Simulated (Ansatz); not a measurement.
InAs (zinc blende): values from a third-order Birch-Murnaghan fit to a volume scan beside measured ones. Computed values: PBE (plane waves to 420 eV, PAW, scalar-relativistic; Ansatz, a program for electronic structure). At this level the bands of InAs touch or barely overlap; measurements give the solid a gap. InAs was relaxed with its symmetry unable to fall. The PAW data are Ansatz's earlier set.

```csv
quantity,reference,kind,PBE,difference
Lattice constant a (Å),6.047,"measured, corrected to the static lattice",6.187,+2.3 %
Bulk modulus B₀ (GPa),58.6,"measured, corrected to the static lattice",48.3,-17.5 %
```

PBE overestimates the lattice constant a by 2.3 %. PBE underestimates the bulk modulus B₀ by 17.5 %.

References as given in: Daniel Mejia-Rodriguez, S. B. Trickey, Physical Review B (2018), arXiv:1807.09216.

(A scan under strain: stresses follow from slopes of the energy per volume, elastic moduli from its curvatures.)
